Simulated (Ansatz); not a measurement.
`N#[C][AlH2]` + H₂O → `N#CO` + `[AlH3]` at 298.15 K and 1 bar (formal hydrolysis of a C–Al bond).

Program: Ansatz. Geometries: PBE0-D4/def2-TZVP. ΔE: electronic, gas phase. CBS: def2 TZ/QZ extrapolation, frozen cores. Each species was taken in one conformer, which may not be the lowest.

| species | CCSD(T)/CBS energy (Eh) | H − E (kJ/mol) | S (J/(mol·K)) |
| --- | --- | --- | --- |
| `N#[C][AlH2]` | -335.94171 | 69.3 | 270.3 |
| H₂O | -76.37685 | 66.4 | 188.7 |
| `N#CO` | -168.47533 | 68.5 | 241.1 |
| `[AlH3]` | -243.77756 | 58.9 | 207.5 |

H − E and S are ideal-gas, rigid-rotor, harmonic terms from PBE0-D4/def2-TZVP, for one conformer and one mirror image of each species. 1 Eh = 2625.50 kJ/mol, R = 8.31446 J/(mol·K).

Question: By hand: ΔE, ΔH, ΔS and ΔG.

Answer: ΔE = (-168.47533) + (-243.77756) − (-335.94171) − (-76.37685) = 0.06567 Eh = 172.4 kJ/mol. Δ(H − E) = 68.5 + 58.9 − 69.3 − 66.4 = -8.3, so ΔH = 164.1 kJ/mol. ΔS = 241.1 + 207.5 − 270.3 − 188.7 = -10.4 J/(mol·K). ΔG = 164.1 − 298.15 × (-10.4)/1000 = 167.2 kJ/mol.

Question: By hand: the equilibrium constant, and the temperature at which ΔG would vanish if ΔH and ΔS stayed fixed.

Answer: log₁₀ K = −ΔG/(RT ln 10) = -29.3. ΔH and −TΔS have one sign here, so there is no such temperature.

The number of gas molecules stays the same, so ΔS is small and ΔH decides. A doubt of 5 kJ/mol in ΔE shifts log₁₀ K by 0.9 here. Other conformers and mirror images would add mixing entropy, several J/(mol·K) or more a flexible species. These are equilibria of isolated gas molecules and say nothing of rates. Largest T1 diagnostic: 0.014 (customary marks: 0.02 for closed shells, 0.045 for open ones).

ΔS is within the doubt of such terms, so its sign, and with it that verdict, could turn.
